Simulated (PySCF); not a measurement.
## sulfuryl chloride (SMILES O=S(=O)(Cl)Cl)

Geometry (Å), atoms numbered from 1 in this order:
```xyz
5

O    -0.052   -1.075   -1.387
S    -0.057   -0.360   -0.141
O    -0.093   -1.002    1.144
Cl    1.536    0.937   -0.152
Cl   -1.589    1.005   -0.201
```

Method used: GIAO KT1/6-31++G** magnetisability, rotational g tensor and spin-rotation constants, non-relativistic, gas phase (PySCF 2.14.0). Geometry: PBE0-D3(BJ)/def2-SVP.

Question: Give the nuclear spin-rotation constants along the inertial axes (H = +C I·J) beside the isotropic shieldings.

Answer: Rotational constants 3.3257, 2.2746, 1.8607 GHz. A star marks the isotopologue with that one atom substituted, in its own axes.
```csv
atom,isotope,Caa (kHz),Cbb (kHz),Ccc (kHz),mean (kHz),σ (ppm)
Cl4,35Cl,1.260,1.416,1.781,1.486,48.3
Cl5,35Cl,1.263,1.412,1.779,1.485,49.5
O1,17O*,-1.244,-0.832,-0.732,-0.936,-67.7
S2,33S*,1.502,0.978,0.408,0.963,260.4
```
For the geometry as given, no vibrational averaging.
